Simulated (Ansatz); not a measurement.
System: 1T (CdI2-type) TaSe₂ (undistorted form, which takes a superstructure on cooling). Method: LDA (Ansatz, a quantum-chemistry and plane-wave program, PAW).

Settings: plane-wave cutoff 520 eV, 18×18×10 k mesh (along the axes of the cell as run), Fermi–Dirac smearing 0.05 eV, scalar-relativistic PAW data made under PBE.

Computed at the level's own relaxed cell.

Q: Give the computed volume per atom, bulk modulus B0, equilibrium lattice constant a and lattice parameter c.

A: 
- volume per atom: 20.41 Å³/atom
- bulk modulus B0: 43.9 GPa
- equilibrium lattice constant a: 3.404 Å
- lattice parameter c: 6.102 Å

The run finds no gap.

Note: the relaxation could not lower the start's symmetry, so the cell can be a saddle point above a distorted one; the bulk modulus comes from volumes at which shape and atoms were relaxed.

Spin–orbit coupling is not included; it can open a gap where bands touch, and shift volumes and moduli.

The result took about 16 core-minutes (a rough figure).
